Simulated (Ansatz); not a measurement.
# C3H6FN: basis-set convergence

Aim: see how fast density functionals converge with the basis set for C3H6FN.

Computed with Ansatz 0.2.0, Gaussian basis. Level: one geometry, several basis sets.

Plan: PBE0-D4/def2-SVP; ωB97M-V/def2-SVP; PBE0-D4/def2-QZVPP; ωB97M-V/def2-QZVPP; the functionals' def2-TZVPP values are taken from earlier runs.

## 1. Structure used throughout

All runs share one geometry, relaxed beforehand with PBE0-D4 in a triple-zeta def2 set.

SMILES `C=NC(C)F`, 11 atoms, charge 0, spin multiplicity 1.

Atoms are counted from 1 here; the program's logs count them from 0.

Bond lengths: C1–N2 1.259 Å, C1–H6 1.089 Å, C1–H7 1.092 Å, N2–C3 1.421 Å, C3–C4 1.509 Å, C3–F5 1.396 Å, C3–H8 1.096 Å, C4–H9 1.092 Å, C4–H10 1.090 Å, C4–H11 1.090 Å. Angles: N2–C1–H6 118.4°, N2–C1–H7 123.6°, H6–C1–H7 118.1°, C1–N2–C3 120.2°, N2–C3–C4 110.8°, N2–C3–F5 113.4°, N2–C3–H8 107.3°, C4–C3–F5 108.3°, C4–C3–H8 111.1°, F5–C3–H8 105.9°, C3–C4–H9 109.7°, C3–C4–H10 110.0°, C3–C4–H11 109.8°, H9–C4–H10 109.2°, H9–C4–H11 108.8°, H10–C4–H11 109.4°.

## 2. PBE0-D4 in def2-SVP

The input, in.yaml:

```yaml
crystal:
  periodic: [false, false, false]
  atoms:
    - {symbol: C, position_ang: [-1.392334, 1.300575, 0.198923]}
    - {symbol: N, position_ang: [-0.908213, 0.349564, -0.469124]}
    - {symbol: C, position_ang: [0.482906, 0.068471, -0.408619]}
    - {symbol: C, position_ang: [0.723925, -1.334625, 0.090968]}
    - {symbol: F, position_ang: [1.192560, 0.951504, 0.406881]}
    - {symbol: H, position_ang: [-2.463571, 1.485404, 0.135355]}
    - {symbol: H, position_ang: [-0.795413, 1.953888, 0.839053]}
    - {symbol: H, position_ang: [0.886553, 0.203386, -1.418602]}
    - {symbol: H, position_ang: [0.328893, -1.437169, 1.103383]}
    - {symbol: H, position_ang: [1.792882, -1.548440, 0.099578]}
    - {symbol: H, position_ang: [0.217211, -2.049658, -0.557197]}
basis:
  gaussian: {orbitals: def2-SVP}
hamiltonian: {xc: pbe0, dispersion: d4}
output: {orbitals: {seedname: orbitals}}
```

Run with:

```
$ ansatz run in.yaml --threads 4 --pin off --events-out ev --progress --plain --max-ram 10444MiB
```

After this run come: ωB97M-V in def2-SVP; PBE0-D4 in def2-QZVPP; ωB97M-V in def2-QZVPP.

Before running them: what should the planned runs give, taken together? Wanted: PBE0-D4: double and triple zeta above quadruple; ωB97M-V: double and triple zeta above quadruple.

As calculated:

```
                                       quantity          value
PBE0-D4: double and triple zeta above quadruple  8.95, 0.40 eV
ωB97M-V: double and triple zeta above quadruple  9.27, 0.39 eV
```

PBE0-D4 gains 8.54 eV from double to triple zeta, then 0.40 eV more. These are total energies; as a rule much of such shifts cancels in differences, which this series doesn't test. The LUMO of ωB97M-V is positive and keeps falling with the basis (2.04 to 1.46 eV): an unbound level that the basis holds in place.
